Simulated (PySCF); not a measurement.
Molecule: `ClC(Cl)(Cl)Cl`, CCl$_{4}$.

Molfile (atoms numbered from 1):
```
CCl4
     RDKit          3D

  5  4  0  0  0  0  0  0  0  0999 V2000
    0.1333   -1.7335    0.3316 Cl  0  0  0  0  0  0  0  0  0  0  0  0
   -0.0001   -0.0001    0.0002 C   0  0  0  0  0  0  0  0  0  0  0  0
   -1.2462    0.7054    1.0401 Cl  0  0  0  0  0  0  0  0  0  0  0  0
    1.5529    0.7843    0.3250 Cl  0  0  0  0  0  0  0  0  0  0  0  0
   -0.4399    0.2439   -1.6968 Cl  0  0  0  0  0  0  0  0  0  0  0  0
  1  2  1  0
  2  3  1  0
  2  4  1  0
  2  5  1  0
M  END
```

Geometry PBE0-D3(BJ)/def2-SVP throughout; GIAO in PySCF, gas phase, one conformer, non-relativistic; equivalent atoms averaged; basis pcSseg-2.

For orientation, wB97X-D gives these absolute shieldings σ: Cl1/Cl3/Cl4/Cl5 338.0, C2 48.0 ppm.

A run gave: Cl1/Cl3/Cl4/Cl5 244.6, C2 23.9 ppm (absolute shieldings σ).

Which functional was used in that run?
A. BLYP
B. PBE0
C. LDA
D. BP86

## Answers

A. C2 tells them apart best: BLYP gives 23.9, PBE0 gives 45.5, LDA gives 29.3, BP86 gives 31.6 ppm.
